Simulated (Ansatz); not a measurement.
Molecule: CH$_{4}$N (charge 0, doublet). It need not be the lowest isomer of its formula. 
Structure (B3LYP-D3(BJ)/def2-TZVP (Ansatz, a first-principles code) minimum search):
```xyz
6

C      0.1231     0.7206    -0.0043
N     -0.0884    -0.6546     0.0035
H     -0.4969    -1.0305     0.8459
H     -0.5248    -1.0357    -0.8225
H      0.4664     1.1652     0.9184
H      0.4354     1.1594    -0.9407
```
Charge 0, spin multiplicity 2.

Basis-set convergence of Hartree-Fock and CCSD correlation energies (hartree) with Ansatz. Cores are frozen in the correlated levels unless marked. UHF or UKS for open shells. Spin-orbit coupling is left out. Non-relativistic.

| basis | functions | E(HF) | E(corr, CCSD) |
|---|---|---|---|
| def2-SVP | 48 | -94.52309 | -0.32381 |
| def2-TZVPP | 118 | ? | ? |

Fill in the missing entries.


- def2-TZVPP, E(HF): -94.63462
- def2-TZVPP, E(corr, CCSD): -0.39304
